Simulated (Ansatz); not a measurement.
# SiN2H2: geometry and frequencies at several levels

One table from this session's results is given with a row withheld; the runs are named, their logs left out.

Program: Ansatz 0.2.0. Level of theory: the levels named in each step. These are calculated values, not measurements.

## Starting point

Bond lengths: N1–N2 1.145 Å, N2–Si3 1.689 Å, Si3–H4 1.451 Å, Si3–H5 1.450 Å. Angles: N1–N2–Si3 158.8°, N2–Si3–H4 104.5°, N2–Si3–H5 104.6°, H4–Si3–H5 115.5°.

As a file:

```xyz
5

N     1.7254   -0.0128   -0.1397
N     0.5855    0.0024   -0.2452
Si   -1.0393    0.0031    0.2164
H    -1.5629    1.2555   -0.2959
H    -1.5900   -1.1959   -0.3850
```

The first run:

Input file input.yaml:

```yaml
crystal:
  periodic: [false, false, false]
  atoms:
    - { symbol: "N", position_ang: [1.72542, -0.01284, -0.13974] }
    - { symbol: "N", position_ang: [0.58549, 0.00245, -0.2452] }
    - { symbol: Si, position_ang: [-1.03933, 0.00308, 0.21641] }
    - { symbol: H, position_ang: [-1.56294, 1.25547, -0.2959] }
    - { symbol: H, position_ang: [-1.59003, -1.19589, -0.385] }
basis:
  gaussian: { orbitals: def2-SVP }
hamiltonian:
  xc: pbe
  dispersion: d4
relax:
  f_tol: 0.03
  max_steps: 200
```

On the command line:

```sh
$ ansatz run input.yaml --threads 2 --pin off --max-ram 5120MiB --backend cpu --events-out ev --progress --plain --runs-dir out
```

Among the steps run: A rough first relaxation, PBE-D4/def2-SVP; Relaxation, PBE0-D4/def2-TZVPP; Frequencies, PBE0-D4/def2-TZVPP; Relaxation, PBE-D4/def2-TZVPP; Frequencies, PBE-D4/def2-TZVPP; Relaxation, r2SCAN-D4/def2-TZVPP; Frequencies, r2SCAN-D4/def2-TZVPP; Relaxation, B3LYP-D4/def2-TZVPP; Frequencies, B3LYP-D4/def2-TZVPP; Relaxation, B2PLYP/def2-TZVPP.

One of the session's tables, all rows but one given; the rest of the session is left out.

```
               level  N1–N2 (Å)  N2–Si3 (Å)  dipole (D)  highest frequency (cm⁻¹)
  PBE0-D4/def2-TZVPP     1.0992      1.9214        0.97                      2340
   PBE-D4/def2-TZVPP     1.1200      1.8841        0.43                      2163
r2SCAN-D4/def2-TZVPP          ?           ?           ?                         ?
 B3LYP-D4/def2-TZVPP     1.1009      1.9483        0.86                      2303
   B2PLYP/def2-TZVPP     1.1061      1.9846        1.15                         -
```

Q: Estimate the row for r2SCAN-D4/def2-TZVPP from the others.

**Answer.** N1–N2 (Å): 1.1098; N2–Si3 (Å): 1.8738; dipole (D): 0.62; highest frequency (cm⁻¹): 2235. In the column «N1–N2 (Å)» it lies between B2PLYP/def2-TZVPP (1.1061) and PBE-D4/def2-TZVPP (1.1200).
